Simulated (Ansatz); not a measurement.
Reaction (substitution at a C–O bond): `OC(O)Cl` + H–F → `OC(F)Cl` + H₂O

Gas-phase electronic energies from Ansatz, PBE0-D4/def2-TZVP geometries. CCSD(T)/CBS is the MP2 limit (def2-TZVPP, def2-QZVPP) plus CCSD(T) − MP2 in def2-TZVPP, frozen cores. This one scheme is used for every species. DFT in def2-TZVPP. HSE06 is defined as in plane-wave codes. Each species was taken in one conformer, which may not be the lowest.

(1) Is it downhill or uphill in electronic energy at CCSD(T)/CBS, and by how much? (An estimate is asked.)

(2) What do these levels give: HSE06-D4, B2PLYP, r2SCAN, r2SCAN0, CCSD/def2-SVP, CCSD(T)/def2-TZVPP? (Estimate.)

(3) What do rigid-rotor, harmonic-oscillator terms from PBE0-D4/def2-TZVP frequencies (298.15 K, 1 bar) make of the CCSD(T)/CBS value? (Best estimate.)

Largest T1 diagnostic among the species: 0.011.

## Answers

(1) Computed: Nearly level: ΔE = -0.2 kcal/mol.

(2) Computed: HSE06-D4 -1.1, B2PLYP -1.5, r2SCAN -2.3, r2SCAN0 -1.6, CCSD/def2-SVP -0.7, CCSD(T)/def2-TZVPP -0.3 kcal/mol.

(3) Ansatz gave: ΔZPE = -0.1 kcal/mol, ΔH = -0.3 kcal/mol, ΔS = 9 J/(mol·K), ΔG = -0.9 kcal/mol.

From BLYP to BHLYP (50 % exact exchange), in def2-TZVPP and without D4, ΔE moves by +1.1 kcal/mol. Leaving LDA and LC-ωPBE aside and taking each functional with its dispersion term where it has one, the values, not all of them listed here, spread over 2.1 kcal/mol, from B97M-V to PBE-QIDH. LDA lies +1.1 kcal/mol from PBE without D4. In def2-TZVPP, CCSD(T) changes the Hartree–Fock value by +2.0 kcal/mol (the triples alone add +0.2 kcal/mol) and MP2 by +2.8 kcal/mol.
